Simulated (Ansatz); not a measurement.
# Hafnium, hcp under LDA: convergence with the plane-wave cutoff

Aim: find which plane-wave cutoff is enough for energy and pressure. The geometry was relaxed under LDA beforehand and stays fixed; 9 values are run, from 150 to 800 eV. Wanted are the values from which on the energy stays within 10 and 1 meV/atom, and the pressure within 0.5 GPa, of the last run. Within the series other settings stay, but some runs also write fields, which adds to their time. Spin polarisation is left out.

Program: Ansatz 0.2.0. Level of theory: DFT LDA, plane waves with PAW, scalar-relativistic. These are calculated values, not measurements.

## (1) The structure to begin with

Symmetry: P6_3/mmc, No. 194, hexagonal system. The conventional cell has a = 3.118 Å, b = 3.118 Å, c = 4.948 Å, α = 90.00°, β = 90.00°, γ = 120.00°. Hf (site symmetry -6m2) is surrounded by 12 Hf at 3.06 to 3.12 Å.

Coordinates:

```cif
data_structure
_symmetry_space_group_name_H-M 'P 1'
_symmetry_Int_Tables_number 1
_cell_length_a 3.1184
_cell_length_b 3.1184
_cell_length_c 4.9475
_cell_angle_alpha 90.000
_cell_angle_beta 90.000
_cell_angle_gamma 120.000
_cell_volume 41.67
loop_
_atom_site_label
_atom_site_type_symbol
_atom_site_fract_x
_atom_site_fract_y
_atom_site_fract_z
_atom_site_occupancy
Hf1 Hf 0.33333 0.66667 0.25000 1
Hf2 Hf 0.66667 0.33333 0.75000 1
```

## (2) A run at the usual settings, for scale

input.yaml

```yaml
crystal:
  lattice:
    - [3.1183974891, 0.0, 0.0]
    - [-1.5591987445, 2.7006114446, 0.0]
    - [0.0, 0.0, 4.9475473504]
  atoms:
    - { symbol: Hf, position: [0.3333333333, 0.6666666667, 0.25] }
    - { symbol: Hf, position: [0.6666666667, 0.3333333333, 0.75] }
hamiltonian:
  xc: lda
  pseudopotentials:
    kind: paw
    azcp:
      Hf: "pseudopotentials/Hf.paw.azcp"
basis:
  ecutwfc: 420
  fft_grid_basis: typed
kpoints:
  mp_grid: { grid: [19, 19, 11], shift: [0, 0, 0] }
magnetization:
  spin_polarized: false
scf:
  occupations: { method: fermi_dirac, width: 0.1 }
  lower_state_search: "off"
output:
  stress: true
  write_density: true
  write_potential: true
  elf: true
  volumetric_format: npy
```

The run is started by

```
$ ansatz run input.yaml --threads 2 --pin off --max-ram 5120MiB --backend cpu --events-out ev --progress --plain --runs-dir out
```

## (3) With a cutoff of 150 eV

The run at 150 eV.

Changes to input.yaml since step 2:

```diff
@@ -15,6 +15,6 @@
 basis:
-  ecutwfc: 420
+  ecutwfc: 150
   fft_grid_basis: typed
 kpoints:
-  mp_grid: { grid: [19, 19, 11], shift: [0, 0, 0] }
+  mp_grid: { grid: [12, 12, 7], shift: [0, 0, 0] }
 magnetization:
@@ -26,5 +26 @@
   stress: true
-  write_density: true
-  write_potential: true
-  elf: true
-  volumetric_format: npy
```

## (4) With a cutoff of 200 eV

The run at 200 eV.

Changes to input.yaml since step 3:

```diff
@@ -15,3 +15,3 @@
 basis:
-  ecutwfc: 150
+  ecutwfc: 200
   fft_grid_basis: typed
```

## (5) With a cutoff of 250 eV

The run at 250 eV.

Changes to input.yaml since step 4:

```diff
@@ -15,3 +15,3 @@
 basis:
-  ecutwfc: 200
+  ecutwfc: 250
   fft_grid_basis: typed
```

## (6) With a cutoff of 300 eV

The run at 300 eV.

Changes to input.yaml since step 5:

```diff
@@ -15,3 +15,3 @@
 basis:
-  ecutwfc: 250
+  ecutwfc: 300
   fft_grid_basis: typed
@@ -26 +26,5 @@
   stress: true
+  write_density: true
+  write_potential: true
+  elf: true
+  volumetric_format: npy
```

## (7) With a cutoff of 350 eV

The run at 350 eV.

Changes to input.yaml since step 6:

```diff
@@ -15,3 +15,3 @@
 basis:
-  ecutwfc: 300
+  ecutwfc: 350
   fft_grid_basis: typed
```

## (8) With a cutoff of 420 eV

The run at 420 eV.

Changes to input.yaml since step 7:

```diff
@@ -15,3 +15,3 @@
 basis:
-  ecutwfc: 350
+  ecutwfc: 420
   fft_grid_basis: typed
```

## (9) With a cutoff of 500 eV

The run at 500 eV.

Changes to input.yaml since step 8:

```diff
@@ -15,3 +15,3 @@
 basis:
-  ecutwfc: 420
+  ecutwfc: 500
   fft_grid_basis: typed
```

## (10) With a cutoff of 600 eV

The run at 600 eV.

Changes to input.yaml since step 9:

```diff
@@ -15,3 +15,3 @@
 basis:
-  ecutwfc: 500
+  ecutwfc: 600
   fft_grid_basis: typed
@@ -26,5 +26 @@
   stress: true
-  write_density: true
-  write_potential: true
-  elf: true
-  volumetric_format: npy
```

## (11) With a cutoff of 800 eV

The run at 800 eV.

Changes to input.yaml since step 10:

```diff
@@ -15,3 +15,3 @@
 basis:
-  ecutwfc: 600
+  ecutwfc: 800
   fft_grid_basis: typed
```

(Steps that only read results are left out.)

Before running it: what results should come out?

As calculated:

```
                                                                     quantity                                 value
                                  E(σ → 0) stays within 10 meV/atom of 800 eV                        from 350 eV on
                                             E(σ → 0) stays within 1 meV/atom                        from 500 eV on
                                                pressure stays within 0.5 GPa                        from 250 eV on
                                                           pressure at 800 eV                              0.02 GPa
                                              CPU time, dearest over cheapest                                   5.5
run at the usual settings (mesh 19×19×11 against the series' 12×12×7, 420 eV)  +0.5 meV/atom from 800 eV, -0.02 GPa
```

What this shows: The far end, 150 eV, lies +33952 meV/atom and -23.7 GPa from the yardstick. The energy falls at each step up in cutoff, as the variational principle asks. 1 meV/atom is reached at 500 eV; energy differences often converge earlier, as errors cancel. The cell taken over is 7 % smaller than the measured one (22.38 Å³/atom, COD).
